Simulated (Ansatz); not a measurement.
The input, for Ansatz 0.2.0:

```yaml
crystal:
  periodic: [false, false, false]
  atoms:
    - {symbol: N, position_ang: [0.000000, 0.000000, 0.000000]}
    - {symbol: H, position_ang: [0.000000, 0.000000, 1.073600]}
basis:
  gaussian: {orbitals: "6-31G*"}
magnetization: {spin_polarized: false, initial_magnetization: 4}
hamiltonian: {pseudopotentials: {relativity: scalar}}
correlation: {active_space: {ras: {orbitals: [1, 4, 11], electrons: 6, max_holes: 4, max_particles: 4}, fixed_orbitals: true}}
output: {forces: true}
```

```sh
$ ansatz run in.yaml --threads 1 --pin off --events-out ev --progress --plain --max-ram 2393MiB
```

Output:

```
168 factors; integrals over basis functions are off by at most 9.2e-4 eV
mean field evaluation 1: about -1486.8659 eV, gradient 1.4e1 eV
mean field evaluation 2: about -1486.8671 eV, gradient 1.4e1 eV
mean field evaluation 4: about -1488.0938 eV, gradient 1.1e0 eV
mean field evaluation 8: about -1488.1034 eV, gradient 3.3e-3 eV
mean field -1488.10341693 eV, -54.6867918996 hartree, gradient 2.2e-6 eV, S^2 6.000000; 0 other end points of the search recorded, 0 dependent functions left out
reference -1488.10341693 eV, -54.6867918996 hartree; 6, 2 occupied and 11, 15 virtual orbitals, 168 factors
state -1490.63737776 eV, -54.7799132424 hartree
the calculation of the forces begins
Total energy: -1490.63737776 eV, -54.7799132424 hartree
Relativity: scalar
Atom 0 at     0.000000     0.000000     0.000000 Å, force    -0.000000    -0.000000   -12.977535 eV/Å
Atom 1 at     0.000000     0.000000     1.073600 Å, force     0.000000     0.000000    12.977535 eV/Å
Dipole moment:     0.000000    -0.000000    -0.573150 e Å
```

Forces (eV/Å):
```
N     0.000   0.000 -12.978
H     0.000   0.000  12.978
```

Ran on 1 thread of INTEL XEON PLATINUM 8581C, shared host: 1.1 s wall, 0.09 GiB peak host memory.
